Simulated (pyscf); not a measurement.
HO–In (SMILES [OH][In]) [singlet] + HCl (SMILES Cl) → HO–InH–Cl (SMILES [OH][InH][Cl]) (insertion; singlet surface; Cl–H broken, Cl–In, H–In formed). Single points on ωB97X-D3(BJ)/def2-SVP structures (PySCF, gas phase). Correlated levels are frozen-core, on RHF or UHF. ΔMP2 is the change of the MP2 total energy from the triple- to the quadruple-zeta basis. Energies in kcal/mol from the separated reactants.

```
level                                barrier  reaction energy
--------------------------------  ----------  ---------------
r²SCAN/def2-TZVP                        21.6            -15.9
B3LYP-D3(BJ)/def2-TZVP            (withheld)             -9.7
PBE0-D3(BJ)/def2-TZVP                   25.6            -14.6
M06-2X/def2-TZVP                        29.3            -16.1
HF/def2-TZVP                            46.3            -14.9
MP2/def2-QZVPP                          30.6            -11.6
CCSD(T)/def2-TZVPP + ΔMP2(QZVPP)  (withheld)       (withheld)
```

Task: Complete the blanks.

Result: 
- B3LYP-D3(BJ)/def2-TZVP, barrier: 28.7
- CCSD(T)/def2-TZVPP + ΔMP2(QZVPP), barrier: 31.2
- CCSD(T)/def2-TZVPP + ΔMP2(QZVPP), reaction energy: -12.5

On the product side the descent ends in a point that may be a rotor saddle (no frequency run), 1.8 kcal/mol over the lowest minimum found and 47.0 kcal/mol under the saddle at ωB97X-D3(BJ)/def2-TZVP. At ωB97X-D3(BJ)/def2-TZVP the barrier from the zero used here is 28.5 kcal/mol. One saddle was located; it need not be the lowest between these sides. The CCSD(T) − MP2 part came from Ansatz, without density fitting, on the same reference. The frozen core leaves the outer d or s,p core shells of the metals and heavy elements correlated in the MP2 and CC values, and def2-TZVPP describes them poorly, which can shift differences by a few kcal/mol. Elements past Kr carry the def2 core potentials, without spin-orbit coupling.
